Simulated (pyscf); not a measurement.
# Four-centre exchange: `[O]=[Mo](=[O])([Cl])[Cl]` + `[H][H]` -> `[O]=[MoH](=[O])[Cl]` + `[ClH]`

Gas phase, singlet surface, charge 0. Bonds broken: Mo2–Cl4, H6–H7. Bonds formed: Mo2–H6, Cl4–H7. Structures and frequencies: ωB97X-D3(BJ)/def2-SVP in PySCF.

Transition state (Å):

```xyz
7

O      1.4914    -0.2061     0.4352
Mo     0.0234     0.1388    -0.2489
O     -0.2929     1.7417     0.0199
Cl    -1.8292    -1.6643    -0.7416
Cl     0.3371    -0.0535    -2.5082
H     -0.9004    -0.3990     1.2048
H     -1.4970    -1.0836     0.5559
```

One imaginary mode, 612i cm⁻¹; descent along it reached the two sides named, in the forms told below.

```
bond     change  reactant side (Å)  saddle  product side
-------  ------  -----------------  ------  ------------
Mo2–Cl4  breaks              2.256     2.6           3.1
H6–H7    breaks              0.760   1.116           3.3
Mo2–H6    forms                3.4   1.804         1.700
Cl4–H7    forms                3.2   1.460         1.288
```

Electronic energies relative to the separated reactants (kcal/mol):

```
level                   barrier  reaction energy  reverse barrier
----------------------  -------  ---------------  ---------------
ωB97X-D3(BJ)/def2-TZVP     36.4            +30.2              6.2
PBE/def2-TZVP              32.2            +28.9              3.4
r²SCAN/def2-TZVP           34.2            +31.0              3.2
B3LYP-D3(BJ)/def2-TZVP     35.7            +28.8              7.0
PBE0-D3(BJ)/def2-TZVP      32.9            +27.9              5.0
M06-2X/def2-TZVP           37.9            +27.4             10.5
ωB97M-D3(BJ)/def2-TZVP     35.5            +24.8             10.7
HF/def2-TZVP               50.2            +20.5             29.7
```

With ωB97M-D3(BJ)/def2-TZVP energies and thermal terms (ideal gas, 1 atm, RRHO with modes under 100 cm⁻¹ raised to 100, one conformer, R ln 2 for chiral ones without a mode under 150 cm⁻¹), in kcal/mol:

```tsv
T (K)	ΔH‡	ΔG‡	ΔH	ΔG
298	35.7	43.9	+25.7	+23.4
600	34.8	52.7	+24.9	+21.4
900	34.7	61.7	+24.5	+19.8
1200	34.9	70.6	+24.3	+18.3
```

On the product side the descent ends in a complex (not fully relaxed), 5.2 kcal/mol under the separated species and 11.4 kcal/mol under the saddle at ωB97X-D3(BJ)/def2-TZVP. One saddle was located; it need not be the lowest between these sides. Elements past Kr carry the def2 core potentials, without spin-orbit coupling.
